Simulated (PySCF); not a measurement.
A mixed set of molecules.

All values: wB97X-D/def2-SVPD (PySCF) at PBE0-D3(BJ)/def2-SVP geometries, gas phase, one conformer each. Core orbitals are frozen in the response; Δα² is half the sum of the squared differences of the principal polarisabilities. The calculation is non-relativistic, for germanium and bromine too. Dipoles and anisotropies that the point group forbids are given as zero.

Question: Rank by vertical ionisation energy (ΔSCF), highest first.
A. `C#C` (C2H2)
B. `C[C@@H]1CCN([Si@@H](C)P)C1` (C6H16NPSi)
C. `[SiH3]O[SiH]1C=CC=C1` (C4H8OSi2)
D. `[Br][GeH2][Br]` (Br2GeH2)

Answer: A (11.29 eV), D (10.79 eV), C (8.84 eV), B (7.74 eV).

Question: Rank by polarisability anisotropy Δα, lowest first.
A. `[SiH3:1][O:2][SiH:3]1[CH:4]=[CH:5][CH:6]=[CH:7]1` with Si1–O2–Si3–C4 -59°
B. `[CH2:1]=[C:2]=[C:3]([CH3:4])[CH2:5][F:6]` with C2–C3–C5–F6 -127°
C. `[Br][GeH2][Br]`
D. `C#C`
E. `[CH3:1][C@@H:2]1[CH2:3][CH2:4][N:5]([Si@@H:6]([CH3:7])[PH2:8])[CH2:9]1` with C4–N5–Si6–C7 160°, N5–Si6–P8–H 165° and 71°, C1–C2–C3–C4 -164°, C2–C3–C4–N5 31°, C3–C4–N5–Si6 149°, C4–N5–C9–C2 -15°

Answer: D (1.92 Å³), E (3.36 Å³), A (3.65 Å³), C (3.93 Å³), B (6.32 Å³).

Question: Rank by HOMO energy, lowest first.
A. `[SiH3]O[SiH]1C=CC=C1` (C4H8OSi2)
B. `C=C=C(C)CF` (C5H7F)
C. `C#C` (C2H2)
D. `C[C@@H]1CCN([Si@@H](C)P)C1` (C6H16NPSi)

Answer: C (-10.31 eV), B (-9.23 eV), A (-8.72 eV), D (-7.82 eV).

All values together:

| SMILES | formula | μ (D) | HOMO (eV) | LUMO (eV) | α (Å³) | Δα (Å³) | electrons | α per electron (Å³) | ΔSCF removal energy (eV) |
| --- | --- | --- | --- | --- | --- | --- | --- | --- | --- |
| C=C=C(C)CF | C5H7F | 1.69 | -9.23 | 1.89 | 9.82 | 6.32 | 46 | 0.213 | – |
| [SiH3]O[SiH]1C=CC=C1 | C4H8OSi2 | 1.27 | -8.72 | -0.08 | 14.18 | 3.65 | 68 | 0.209 | 8.84 |
| [Br][GeH2][Br] | Br2GeH2 | 1.82 | -10.38 | 0.21 | 10.98 | 3.93 | 104 | 0.106 | 10.79 |
| C#C | C2H2 | 0.00 | -10.31 | 2.67 | 3.36 | 1.92 | 14 | 0.240 | 11.29 |
| C[C@@H]1CCN([Si@@H](C)P)C1 | C6H16NPSi | 1.52 | -7.82 | 1.97 | 19.50 | 3.36 | 88 | 0.222 | 7.74 |

Conformers: `[CH2:1]=[C:2]=[C:3]([CH3:4])[CH2:5][F:6]` with C2–C3–C5–F6 -127°; `[SiH3:1][O:2][SiH:3]1[CH:4]=[CH:5][CH:6]=[CH:7]1` with Si1–O2–Si3–C4 -59°; `[CH3:1][C@@H:2]1[CH2:3][CH2:4][N:5]([Si@@H:6]([CH3:7])[PH2:8])[CH2:9]1` with C4–N5–Si6–C7 160°, N5–Si6–P8–H 165° and 71°, C1–C2–C3–C4 -164°, C2–C3–C4–N5 31°, C3–C4–N5–Si6 149°, C4–N5–C9–C2 -15°.

A dash marks a removal energy that wasn't run or isn't settled.
